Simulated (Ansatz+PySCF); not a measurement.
A calculation with PySCF 2.14.0.

```python
from pyscf import gto, scf

mol = gto.M(atom="""
O 0.000000 0.000000 -0.390570
H 0.000000 0.000000 3.124560
H 30.000000 0.000000 -2.981460
F 30.000000 0.000000 0.331270
""", basis='6-31g', charge=0, spin=1)
mf = scf.UHF(mol)
mf.kernel()
print(mf.converged, mf.e_tot, mf.spin_square()[0])
```

The script is written out from the run's settings.

Results

```yaml
Converged: yes
Total_energy: -175.13770 hartree
Spin_squared_of_the_determinant: 2.754
Cycles: 14
```

Caution: the unrestricted determinant is a mixture of spin states.
